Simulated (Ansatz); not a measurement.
Ansatz (a first-principles code) input (B3LYP/6-31G*):

Ansatz 0.2 input:
```yaml
crystal:
  periodic: [false, false, false]
  atoms:
    - {symbol: C, position_ang: [-0.00161245, -0.00021571, -0.46589283]}
    - {symbol: C, position_ang: [0.00379404, 0.00050757, 1.09623221]}
    - {symbol: F, position_ang: [-0.02200087, 1.25891031, -0.84159622]}
    - {symbol: F, position_ang: [1.09721312, -0.61350861, -0.84460284]}
    - {symbol: F, position_ang: [-1.08394513, -0.64657000, -0.83703858]}
    - {symbol: N, position_ang: [0.00774815, 0.00103655, 2.23871328]}
    - {symbol: H, position_ang: [0.01126934, 0.00150762, 3.25610953]}
basis:
  gaussian:
    orbitals: 6-31G*
hamiltonian:
  xc: {name: B3LYP}
total_charge: 1
phonons: {temperatures: {t_min: 298.15, t_max: 298.15, t_step: 100}}
```

**Question.** Which harmonic wavenumbers does it give?

**Answer.** 164, 164, 448, 457, 457, 616, 616, 652, 652, 795, 1094, 1329, 1329, 2399, 3660 cm⁻¹ (unscaled; negative means imaginary).
